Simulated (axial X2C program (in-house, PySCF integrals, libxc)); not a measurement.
# Density and ELF of PO⁺

Computed with an in-house all-electron X2C program for linear molecules (integrals from PySCF). Two-component (2c) means X2C with spin–orbit coupling and atomic mean-field two-electron Coulomb and Gaunt terms. Basis: P dyall-v3z [8s7p2d1f], O dyall-av3z [7s6p3d2f] (cores contracted in-house); Gaussian nuclei, density fitting, unrestricted open shells. Masses: P 30.974 u, O 15.995 u.

PBE0, 2c, state Ω = 0 (closed shell); P at z = 0, O at z = 1.430 Å.

The maps cover the half plane through the axis: z from -2.4 to 3.6 Å along the bond, ρ from 0.15 to 2.25 Å away from it.

log10 of the density in e/bohr³:

```
 ρ\z  -2.4  -1.8  -1.2  -0.6   0.0   0.6   1.2   1.8   2.4   3.0   3.6
0.15  -3.8  -2.6  -1.5  -0.8   1.2  -0.6   0.0  -0.1  -1.5  -2.8  -4.2
0.45  -3.9  -2.7  -1.7  -1.0  -0.4  -0.8  -0.4  -0.5  -1.7  -2.9  -4.2
0.75  -4.0  -2.9  -1.9  -1.2  -1.1  -1.1  -0.9  -1.1  -2.0  -3.2  -4.4
1.05  -4.2  -3.2  -2.3  -1.6  -1.5  -1.5  -1.5  -1.8  -2.5  -3.5  -4.7
1.35  -4.5  -3.5  -2.7  -2.1  -2.0  -2.0  -2.1  -2.4  -3.0  -3.9  -4.9
1.65  -4.8  -3.9  -3.1  -2.6  -2.5  -2.5  -2.7  -3.0  -3.5  -4.3  -5.3
1.95  -5.2  -4.4  -3.7  -3.2  -3.0  -3.1  -3.3  -3.5  -4.1  -4.8  -5.6
2.25  -5.5  -4.8  -4.2  -3.8  -3.6  -3.6  -3.8  -4.1  -4.6  -5.2  -6.0
```

Electron localisation function (collinear form, no current term, damped to 0 at low density):

```
 ρ\z  -2.4  -1.8  -1.2  -0.6   0.0   0.6   1.2   1.8   2.4   3.0   3.6
0.15  0.02  0.92  0.99  0.20  0.62  0.25  0.25  0.86  0.83  0.21  0.00
0.45  0.01  0.89  0.98  0.75  0.24  0.55  0.80  0.89  0.75  0.16  0.00
0.75  0.00  0.77  0.97  0.96  0.40  0.64  0.74  0.79  0.55  0.08  0.00
1.05  0.00  0.44  0.93  0.95  0.74  0.54  0.55  0.54  0.28  0.03  0.00
1.35  0.00  0.09  0.77  0.85  0.62  0.37  0.31  0.24  0.10  0.00  0.00
1.65  0.00  0.01  0.31  0.53  0.34  0.20  0.14  0.08  0.02  0.00  0.00
1.95  0.00  0.00  0.03  0.14  0.11  0.07  0.04  0.01  0.00  0.00  0.00
2.25  0.00  0.00  0.00  0.01  0.01  0.01  0.00  0.00  0.00  0.00  0.00
```

The state is a single determinant with fixed occupations, the lowest that a limited PBE0 search found.
